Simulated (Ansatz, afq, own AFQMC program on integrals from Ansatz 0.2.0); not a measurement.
Integrals from Ansatz 0.2.0, then the random walk in our own AFQMC program (afq).

```yaml
crystal:
  periodic: [false, false, false]
  atoms:
    - {symbol: N, position_ang: [-0.030066, -0.130755, 0.661245]}
    - {symbol: C, position_ang: [0.116167, 0.102607, -0.745850]}
    - {symbol: H, position_ang: [-0.282647, 0.742725, 1.141042]}
    - {symbol: H, position_ang: [-0.683794, -0.148384, -1.442336]}
basis:
  gaussian: {orbitals: cc-pVDZ}
magnetization: {spin_polarized: true, initial_magnetization: 3}
correlation: {method: ccsd_t, electrons: outside_noble_gas, hamiltonian_folder: ham}
```

```sh
$ ansatz run in.yaml --threads 1 --pin off --events-out ev --progress --plain --max-ram 1382MiB
```

afq runs on the folder ham with

```
--method phaseless --trial hf --walkers 120 --populations 1 --least-time 40 --time-step 0.005 --steps-per-block 20 --equilibration-blocks 112 --max-blocks 600 --target-error 0.0012000 --factor-cut 1e-05 --start spin_pure --seed 9391 --taylor-order 6
```

Times are imaginary, in 1/Eh. The walk had a cap of 1161 s.

afq prints:

```
orbitals 36  electrons 7 4  factors 281 of 359
reference energy -93.31844842 Eh
CCSD correlation -0.24719077 Eh in 16 cycles, weight of the determinant in the CISD state 0.9056
energy of the start -93.318683 Eh
 block  time / (1/Eh)  mean weight  energy / Eh
     1     0.100  1.0023  -93.378804
     2     0.200  0.9999  -93.425281
     3     0.300  1.0036  -93.476277
     4     0.400  1.0043  -93.487003
     5     0.500  1.0008  -93.499152
     8     0.800  0.9993  -93.538416
    18     1.800  0.9988  -93.568143
    69     6.900  0.9980  -93.592834
   120    12.000  1.0000  -93.580321
   171    17.100  1.0001  -93.571770
   222    22.200  1.0003  -93.566582
   273    27.300  0.9997  -93.553233
   324    32.400  1.0003  -93.595440
   341    34.100  1.0021  -93.619816
   375    37.500  1.0017  -93.553170
   426    42.600  1.0002  -93.577171
   477    47.700  0.9991  -93.559935
   528    52.800  0.9996  -93.564231
   579    57.900  1.0004  -93.547224
   630    63.000  1.0006  -93.555903
   681    68.100  0.9985  -93.533838
   698    69.800  1.0027  -93.554365
blocks merged  error / Eh  count
     1  0.000747  600
     2  0.000979  300
     4  0.001177  150
     8  0.001433  75
    16  0.001406  37
    32  0.001389  18
    64  0.000745  9
energy -93.571621 +/- 0.001406 Eh
(rows thinned)
```

The run passed its tests (sampling time, drift between the halves within three errors, error under three times the target), which doesn't prove that it has relaxed.

Against this walk (error 38.2 meV) on the same determinant: CCSD(T) 9.1 meV higher (within the noise), CCSDT(Q) 23.4 meV lower (within the noise), a separate phaseless walk with a CISD trial and standard settings 17.5 ± 39.7 meV lower (within the noise). The error is statistical and leaves out the bias of the constraint.

Cautions: constraint bias not in the error; error above the target (38.2 against 32.7 meV); lower spins were not checked.

The walk took 3.6 min on 1 thread of Arm Neoverse V2, with other jobs on the host. The log's last line is the phaseless energy.

CCSDT and higher add their correlation energy to the determinant of the CCSD(T) run, since their own runs factorise the integrals more tightly (a shift of under 2 meV).
